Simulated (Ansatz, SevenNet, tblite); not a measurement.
# Rock-salt LiF, elastic constant C11

Reference value: 125 GPa (measured, 0 K, not corrected to a static lattice; as tabulated in Harker's crystal data pages).

Problem. What do GFN1-xTB, SevenNet-0, LDA, PBE, r²SCAN give, and how far is each from the reference?

Solution. 
```
level (code)           value (GPa)  cell (Å³/atom)  difference (%)
---------------------  -----------  --------------  --------------
GFN1-xTB (tblite)             51.0            8.91             -59
SevenNet-0 (SevenNet)         76.5            8.54             -39
LDA (Ansatz)                   158            7.47             +26
PBE (Ansatz)                   108            8.42           -13.6
r²SCAN (Ansatz)                138            7.94           +10.4
```

Nearest, and too close to rank with a margin of 5.0 % (twice that across the reference) picked here for doubts on the reference and the settings, and for temperature and zero-point motion: r²SCAN (+10.4 %), PBE (-13.6 %). Farthest off: GFN1-xTB (-59 %). Within 20 %: PBE, r²SCAN.

The reference has no zero-point or thermal correction, while the calculations are for a static lattice, so the differences are not the levels' errors alone.  GFN1-xTB: the method was fitted mainly to molecules. GFN1-xTB: the run uses a supercell at the zone centre in place of a k mesh. Each level is taken at its own relaxed cell. Cutoffs differ between the levels. Ansatz's density-functional and Hartree–Fock values are scalar-relativistic unless marked +SOC, with PAW data made under PBE.

Machine-learned potentials (SevenNet-0) are trained on DFT data, which may include these solids.

Differences are worked out from the printed values.

Ansatz is a program for electronic structure.
